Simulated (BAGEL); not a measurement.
# CHClF2 (SMILES FC(F)Cl): levels of theory compared

We compute a comparison of 4 runs (HF/3-21G, HF/def2-SVP, Slater exchange/ANO-RCC-VDZP, CIS/6-31G) of CHClF2. 

The calculation is run with BAGEL 1.2.2.

6 further runs of the same task are left out: 2 that didn't finish, 4 set aside as unsound or not needed.

### 1 The system as given

CHClF2 has 5 atoms, charge 0, and is taken as a singlet. As SMILES, `FC(F)Cl`. The coordinates come from a PBE0-D4/def2-TZVP relaxation.

Bond lengths: F1–C2 1.334 Å, C2–F3 1.334 Å, C2–Cl4 1.763 Å, C2–H5 1.090 Å. Angles: F1–C2–F3 108.3°, F1–C2–Cl4 109.7°, F3–C2–Cl4 109.7°, F1–C2–H5 110.0°, F3–C2–H5 110.0°, Cl4–C2–H5 109.0°.

### 2 A single-point energy at HF/3-21G (run 1)

File hf.json:

```json
{ "bagel" : [

{
  "title" : "molecule",
  "basis" : "3-21g",
  "df_basis" : "qzvpp-jkfit",
  "geometry" : [
    { "atom" : "F", "xyz" : [  0.07351035, -1.07355341,  2.30981224 ] },
    { "atom" : "C", "xyz" : [  0.20673604,  0.04459754,  0.05347925 ] },
    { "atom" : "F", "xyz" : [  1.59530679, -1.40954672, -1.46812823 ] },
    { "atom" : "Cl", "xyz" : [ -2.85537617,  0.39476379, -1.21093650 ] },
    { "atom" : "H", "xyz" : [  1.07449827,  1.90446599,  0.23772755 ] }
  ]
},
{ "title" : "hf", "df" : "false" },
{ "title" : "print", "file" : "orbitals.molden", "orbitals" : "true" }

]}
```

Command:

```bash
$ BAGEL_NUM_THREADS=1 BAGEL hf.json > hf.out
```

What it wrote:

```text
* using 1 threads per process

  ===============================================================
  ===============================================================

  *** Geometry ***

  { "atom" : "F", "xyz" : [      0.073510,     -1.073553,      2.309812 ] },
  { "atom" : "C", "xyz" : [      0.206736,      0.044598,      0.053479 ] },
  { "atom" : "F", "xyz" : [      1.595307,     -1.409547,     -1.468128 ] },
  { "atom" : "Cl", "xyz" : [     -2.855376,      0.394764,     -1.210937 ] },
  { "atom" : "H", "xyz" : [      1.074498,      1.904466,      0.237728 ] },

  Number of auxiliary basis functions:      375

  Since a DF basis is specified, we compute 2- and 3-index integrals:
    o Being stored without compression. Storage requirement is 0.005 GB

  Number of basis functions:       42
  Number of electrons      :       42

    * METHOD: MOLECULE                             0.08

  *** RHF ***

  === Nuclear Repulsion ===
   168.4067451075

      * DIIS with orbital gradients will be used.

  === RHF iteration (3-21g) ===
      0       -689.78412752          0.05225032           0.02
      1       -693.04009201          0.02764766           0.02
      2       -693.29582387          0.00646203           0.02
      3       -693.30853333          0.00213922           0.02
      4       -693.31023672          0.00082782           0.02
      5       -693.31058721          0.00022907           0.02
      6       -693.31061248          0.00005725           0.02
      7       -693.31061406          0.00001812           0.02
      8       -693.31061421          0.00000491           0.02
      9       -693.31061422          0.00000200           0.02
     10       -693.31061422          0.00000059           0.02
     11       -693.31061422          0.00000023           0.02
     12       -693.31061422          0.00000006           0.02
     13       -693.31061422          0.00000002           0.02
     14       -693.31061422          0.00000001           0.02
    * SCF iteration converged.

    * Permanent dipole moment:
           (   -0.330614,    -0.708250,    -0.069963) a.u.

    * METHOD: HF                                   0.39

    * METHOD: PRINT                                0.00

  ===============================================================
```

Wall time 0.6 s (1 thread of Arm Neoverse V2, shared host).

### 3 A single-point energy at HF/def2-SVP (run 2)

File input.json:

```json
{ "bagel": [

{
  "title": "molecule",
  "basis": "svp",
  "df_basis": "qzvpp-jkfit",
  "angstrom": true,
  "geometry": [
    { "atom": "F", "xyz": [    0.038900,   -0.568100,    1.222300 ] },
    { "atom": "C", "xyz": [    0.109400,    0.023600,    0.028300 ] },
    { "atom": "F", "xyz": [    0.844200,   -0.745900,   -0.776900 ] },
    { "atom": "Cl", "xyz": [   -1.511000,    0.208900,   -0.640800 ] },
    { "atom": "H", "xyz": [    0.568600,    1.007800,    0.125800 ] }
  ]
},
{
  "title": "hf",
  "df": false
},
{
  "title": "print",
  "file": "orbitals.molden",
  "orbitals": true
}

]}
```

Command:

```bash
$ BAGEL_NUM_THREADS=1 BAGEL input.json > input.out
```

What it wrote:

```text
* using 1 threads per process

  ===============================================================
  ===============================================================

  *** Geometry ***

  { "atom" : "F", "xyz" : [      0.073510,     -1.073553,      2.309812 ] },
  { "atom" : "C", "xyz" : [      0.206736,      0.044598,      0.053479 ] },
  { "atom" : "F", "xyz" : [      1.595307,     -1.409547,     -1.468128 ] },
  { "atom" : "Cl", "xyz" : [     -2.855376,      0.394764,     -1.210937 ] },
  { "atom" : "H", "xyz" : [      1.074498,      1.904466,      0.237728 ] },

  Number of auxiliary basis functions:      375

  Since a DF basis is specified, we compute 2- and 3-index integrals:
    o Being stored without compression. Storage requirement is 0.013 GB

  Number of basis functions:       65
  Number of electrons      :       42

    * METHOD: MOLECULE                             0.09

  *** RHF ***

  === Nuclear Repulsion ===
   168.4067449608

      * DIIS with orbital gradients will be used.

  === RHF iteration (svp) ===
      0       -686.54315947          0.06515562           0.13
      1       -686.51573438          0.17585765           0.13
      2       -695.53968804          0.04113016           0.13
      3       -696.37051337          0.01375554           0.13
      4       -696.46348597          0.00531160           0.12
      5       -696.47889843          0.00130917           0.12
      6       -696.48038597          0.00044601           0.12
      7       -696.48051412          0.00016446           0.12
      8       -696.48053384          0.00004246           0.12
      9       -696.48053529          0.00001391           0.12
     10       -696.48053540          0.00000486           0.11
     11       -696.48053541          0.00000201           0.11
     12       -696.48053542          0.00000075           0.11
     13       -696.48053542          0.00000030           0.11
     14       -696.48053542          0.00000013           0.11
     15       -696.48053542          0.00000005           0.11
     16       -696.48053542          0.00000002           0.11
     17       -696.48053542          0.00000001           0.10
    * SCF iteration converged.

    * Permanent dipole moment:
           (   -0.201742,    -0.653638,    -0.022880) a.u.

    * METHOD: HF                                   2.20

    * METHOD: PRINT                                0.01

  ===============================================================
```

Wall time 2.4 s (1 thread of Arm Neoverse V2, shared host).

Run 3 isn't shown in full; the table further down has it.

### 4 The excited states at CIS/6-31G (density fitting with svp-jkfit) (run 4)

File calc.json:

```json
{ "bagel": [

{
  "title": "molecule",
  "basis": "6-31g",
  "df_basis": "svp-jkfit",
  "angstrom": "true",
  "geometry": [
    { "atom": "F", "xyz": [    0.038900,   -0.568100,    1.222300 ] },
    { "atom": "C", "xyz": [    0.109400,    0.023600,    0.028300 ] },
    { "atom": "F", "xyz": [    0.844200,   -0.745900,   -0.776900 ] },
    { "atom": "Cl", "xyz": [   -1.511000,    0.208900,   -0.640800 ] },
    { "atom": "H", "xyz": [    0.568600,    1.007800,    0.125800 ] }
  ]
},
{
  "title": "hf"
},
{
  "title": "cis",
  "nstate": 3
}

]}
```

Command:

```bash
$ BAGEL_NUM_THREADS=1 BAGEL calc.json > calc.out
```

What it wrote:

```text
* using 1 threads per process

  ===============================================================
  ===============================================================

  *** Geometry ***

  { "atom" : "F", "xyz" : [      0.073510,     -1.073553,      2.309812 ] },
  { "atom" : "C", "xyz" : [      0.206736,      0.044598,      0.053479 ] },
  { "atom" : "F", "xyz" : [      1.595307,     -1.409547,     -1.468128 ] },
  { "atom" : "Cl", "xyz" : [     -2.855376,      0.394764,     -1.210937 ] },
  { "atom" : "H", "xyz" : [      1.074498,      1.904466,      0.237728 ] },

  Number of auxiliary basis functions:      375

  Since a DF basis is specified, we compute 2- and 3-index integrals:
    o Being stored without compression. Storage requirement is 0.005 GB

  Number of basis functions:       42
  Number of electrons      :       42

    * METHOD: MOLECULE                             0.09

  *** RHF ***

  === Nuclear Repulsion ===
   168.4067449608

      * DIIS with orbital gradients will be used.

  === RHF iteration (6-31g) ===
      0       -696.49223534          0.03339516           0.02
      1       -696.62241362          0.02192352           0.02
      2       -696.68630275          0.00171211           0.02
      3       -696.68745664          0.00039713           0.02
      4       -696.68752519          0.00014647           0.02
      5       -696.68753398          0.00002516           0.02
      6       -696.68753430          0.00000550           0.02
      7       -696.68753431          0.00000141           0.02
      8       -696.68753432          0.00000044           0.02
      9       -696.68753432          0.00000016           0.02
     10       -696.68753432          0.00000007           0.02
     11       -696.68753432          0.00000002           0.02
     12       -696.68753432          0.00000001           0.02
    * SCF iteration converged.

    * Permanent dipole moment:
           (   -0.242520,    -0.791111,    -0.027099) a.u.

    * METHOD: HF                                   0.29

  === CIS iteration ===

        0     0     0.35920156     0.00380073      0.01
        0     1     0.36213824     0.00371095      0.00
        0     2     0.48869861     0.00683767      0.00

        1     0     0.34096542     0.00144839      0.01
        1     1     0.34451148     0.00167038      0.00
        1     2     0.45374850     0.00251622      0.00

        2     0     0.33981104     0.00038417      0.01
        2     1     0.34334820     0.00051967      0.00
        2     2     0.44888308     0.00089053      0.00

        3     0     0.33975478     0.00013204      0.01
        3     1     0.34324932     0.00011562      0.00
        3     2     0.44836800     0.00041274      0.00

[... 19 lines of this table left out ...]

        9 *   0     0.33974571     0.00000047      0.00
        9 *   1     0.34323677     0.00000068      0.00
        9     2     0.44825184     0.00000162      0.00

       10 *   0     0.33974571     0.00000048      0.00
       10 *   1     0.34323677     0.00000068      0.00
       10     2     0.44825184     0.00000074      0.00

    * CIS converged

    * Permanent dipole moment: Transition 0 -> 0
           (   -0.105181,     0.065420,    -0.048201) a.u.

    * Permanent dipole moment: Transition 0 -> 1
           (    0.027741,    -0.006138,    -0.068751) a.u.

    * Permanent dipole moment: Transition 0 -> 2
           (   -0.983346,    -0.062265,    -0.390547) a.u.

    * METHOD: CIS                                  0.13

  ===============================================================
```

Run time: 0.64 s. Hardware: 1 thread of Arm Neoverse V2, shared host.

The roots found:

```tsv
excited state	energy (eV)	strength
1	9.245	0.0080
2	9.340	0.0025
3	12.198	0.6714
```

### 5 The series

```tsv
run	level	integral approximation	task	energy (Eh)	dipole moment (D)	HOMO energy (eV)	LUMO energy (eV)	wall time
1	HF/3-21G	none	energy	-693.310614	1.99	-13.32	4.92	0.6 s
2	HF/def2-SVP	none	energy	-696.480535	1.74	-13.08	4.88	2.4 s
3	Slater exchange/ANO-RCC-VDZP (density fitting with svp-jkfit)	svp-jkfit	energy	-692.096096	1.42	-6.96	0.14	2 s
4	CIS/6-31G (density fitting with svp-jkfit)	svp-jkfit	excited	-696.687534	–	–	–	0.64 s
```

### 6 Results

| quantity | value |
| --- | --- |
| run 4: ground-state or mean-field energy | -696.68753 Eh |
| run 4: lowest excitation energy | 9.24 eV |

**Reading.** Over runs 1, 2, 3 the dipole moment (its size) runs from 1.42 D (Slater exchange/ANO-RCC-VDZP) to 1.99 D (HF/3-21G). The two ends differ in method and basis. Over runs 1, 2, 3 the HOMO–LUMO gap runs from 7.10 eV (Slater exchange/ANO-RCC-VDZP) to 18.23 eV (HF/3-21G). In run 3 relativity is left out where basis or elements ask for it. All runs together took 5.6 s, the longest 2.4 s.
